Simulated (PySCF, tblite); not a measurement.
Species: difluoromethane, CH₂F₂.
SMILES with atom numbers: `[F:1][CH2:2][F:3]` (hydrogens: H4, H5 on C2)

Computed with GFN2-xTB (tblite), gas phase: Langevin dynamics at 200 K from the optimised GFN2-xTB geometry, time step 0.5 fs, friction 0.01 fs⁻¹, 2000 steps. Over the second half of the run the saved frames average 269 K, 35 % above the target.

Frame at 250 fs, instantaneous temperature 197 K:
```
atom  x, y, z in Å
F1     -1.198    0.774    0.472
C2     -0.392    0.166   -0.458
F3      0.817    0.651   -0.297
H4     -0.378   -0.889   -0.265
H5     -0.810    0.403   -1.467
```

Frame at 425 fs, instantaneous temperature 232 K:
```
atom  x, y, z in Å
F1     -1.240    0.606    0.513
C2     -0.594    0.112   -0.585
F3      0.731    0.395   -0.460
H4     -0.730   -0.982   -0.554
H5     -0.936    0.669   -1.431
```

Frame at 625 fs, instantaneous temperature 513 K:
```
atom  x, y, z in Å
F1     -1.091    0.572   -0.444
C2     -0.531   -0.316   -1.309
F3      0.751   -0.571   -1.019
H4     -1.132   -1.224   -1.286
H5     -0.508    0.216   -2.322
```

Frame at 800 fs, instantaneous temperature 226 K:
```
atom  x, y, z in Å
F1     -1.072    0.372   -1.026
C2     -0.232   -0.420   -1.674
F3      0.063   -1.425   -0.823
H4     -0.747   -0.796   -2.615
H5      0.673    0.044   -1.953
```

Frame at 1000 fs, instantaneous temperature 246 K:
```
atom  x, y, z in Å
F1     -1.119    0.692   -0.639
C2     -0.053   -0.111   -0.889
F3     -0.504   -1.355   -1.151
H4      0.500    0.406   -1.702
H5      0.623   -0.133    0.029
```

Question: What do single points at PBE0/pcSseg-1 (PySCF, gas phase) give on these frames?

Answer: 
| t (fs) | GFN2-xTB E above start (eV) | DFT E above lowest frame (eV) | HOMO (eV) | LUMO (eV) | dipole (D) |
| --- | --- | --- | --- | --- | --- |
| 250 | 0.05 | 0.01 | -9.75 | 1.75 | 2.00 |
| 425 | 0.05 | 0.00 | -9.93 | 1.72 | 2.04 |
| 625 | 0.07 | 0.03 | -9.67 | 1.66 | 1.82 |
| 800 | 0.10 | 0.07 | -9.69 | 1.74 | 2.00 |
| 1000 | 0.10 | 0.06 | -9.66 | 1.63 | 1.98 |

Both levels order the frames alike by energy; measured from each level's lowest frame they differ by 0.02 eV at most. The HOMO–LUMO gap runs from 11.29 to 11.65 eV. These are instantaneous structures, not minima.

Question: And the isotropic GIAO shieldings (ppm) from the same runs?

Answer: 
```tsv
atom	250 fs	425 fs	625 fs	800 fs	1000 fs	mean	range
F1	322.2	320.6	320.1	334.3	321.8	323.8	14.2
C2	73.9	69.8	70.5	75.1	70.1	71.9	5.3
F3	334.4	321.8	324.3	328.7	324.4	326.7	12.6
H4	26.1	25.4	25.7	25.2	25.2	25.5	0.9
H5	25.4	25.9	24.8	26.5	24.9	25.5	1.7
```

What follows is the cost of the whole dynamics run. Hardware: an INTEL XEON PLATINUM 8581C at 2.10 GHz with one thread, on a shared host. Cost: 2.5 s of wall time, 0.18 GiB resident at most.
